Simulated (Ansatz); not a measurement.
Cost and result for the atomization energy of C₃H₅ClS, SMILES `C=C(Cl)SC` (10 atoms, 9 bonds).

```xyz
10

C    -1.625   -1.272   -0.270
C    -0.876   -0.281    0.199
Cl   -1.548    1.313    0.372
S     0.745   -0.536    0.793
C     1.640    0.838    0.054
H    -2.673   -1.127   -0.497
H    -1.188   -2.251   -0.416
H     1.639    0.770   -1.033
H     2.664    0.756    0.421
H     1.221    1.790    0.376
```

The species carries charge 0 and has multiplicity 1. The geometry is a stationary point of PBE0-D4/def2-TZVP. It is one conformer, not always the lowest. Program: Ansatz. All runs use 4 threads of an AMD EPYC 9R14 on a shared host. Times are those of one run each, without the atoms' runs, and a repeat can differ threefold. Electronic energies, without spin–orbit coupling; frozen cores. CCSD(T)/CBS adds CCSD(T) − MP2 in def2-TZVPP to the MP2 limit, and its time is that of the two runs behind it. T1 = 0.011; the RHF reference is unstable towards UHF. B3LYP takes the VWN-RPA correlation (the form of Gaussian; ORCA's B3LYP/G).

CCSD(T)/CBS is a level of theory with its own doubt, some kJ/mol a heavy atom from the limit and from the frozen cores, so smaller differences don't rank the functionals.

```csv
level,functions,wall time
LDA (SPW92)/def2-TZVPP,247,1.1 s
BLYP-D4/def2-TZVPP,247,1.5 s
PBE-D4/def2-TZVPP (with forces),247,1.8 s
CCSD(T)/def2-SVP,103,3.1 s
r2SCAN-D4/def2-TZVPP (with forces),247,3.2 s
CAM-B3LYP-D4/def2-TZVPP,247,3.9 s
PBE-QIDH/def2-TZVPP,247,3.9 s
ωB97X-V/def2-TZVPP,247,5.5 s
ωB97M-V/def2-TZVPP (with forces),247,7 s
B3LYP-D4/def2-TZVPP (with forces),247,7.5 s
MP2/def2-QZVPP,461,14 s
CCSD(T)/def2-TZVPP,247,110 s
CCSD(T)/CBS(def2),–,120 s
```

Question: What atomization energy does each give, and how far from CCSD(T)/CBS? (Estimate.)

Answer: Ansatz gave: 
| level | atomization (kcal/mol) | difference from CCSD(T)/CBS | per bond |
| --- | --- | --- | --- |
| LDA (SPW92)/def2-TZVPP | 1040.0 | 144.3 | 16.0 |
| BLYP-D4/def2-TZVPP | 896.1 | 0.4 | 0.1 |
| PBE-D4/def2-TZVPP (with forces) | 925.9 | 30.2 | 3.4 |
| CCSD(T)/def2-SVP | 846.8 | -48.9 | -5.4 |
| r2SCAN-D4/def2-TZVPP (with forces) | 902.8 | 7.1 | 0.8 |
| CAM-B3LYP-D4/def2-TZVPP | 895.6 | -0.1 | 0.0 |
| PBE-QIDH/def2-TZVPP | 896.1 | 0.4 | 0.1 |
| ωB97X-V/def2-TZVPP | 898.0 | 2.3 | 0.3 |
| ωB97M-V/def2-TZVPP (with forces) | 901.0 | 5.3 | 0.6 |
| B3LYP-D4/def2-TZVPP (with forces) | 895.6 | -0.1 | 0.0 |
| MP2/def2-QZVPP | 904.3 | 8.6 | 1.0 |
| CCSD(T)/def2-TZVPP | 871.1 | -24.6 | -2.7 |
| CCSD(T)/CBS(def2) | 895.7 | 0.0 | 0.0 |

The D4 term adds +9.7 kcal/mol with B3LYP and +5.1 kcal/mol with PBE0; it sums over pairs of atoms, weighted by their polarisabilities, and B3LYP, whose exchange is more repulsive, gets the larger term. In def2-TZVPP, CCSD(T) changes the Hartree–Fock value by +227.3 kcal/mol (the triples alone add +17.2 kcal/mol) and MP2 by +246.1 kcal/mol; breaking electron pairs costs correlation energy, which Hartree–Fock lacks. From r2SCAN to r2SCAN0 (25 % exact exchange), in def2-TZVPP and without D4, the atomization energy moves by −15.0 kcal/mol: exact exchange takes away binding that semilocal exchange gives to molecules.
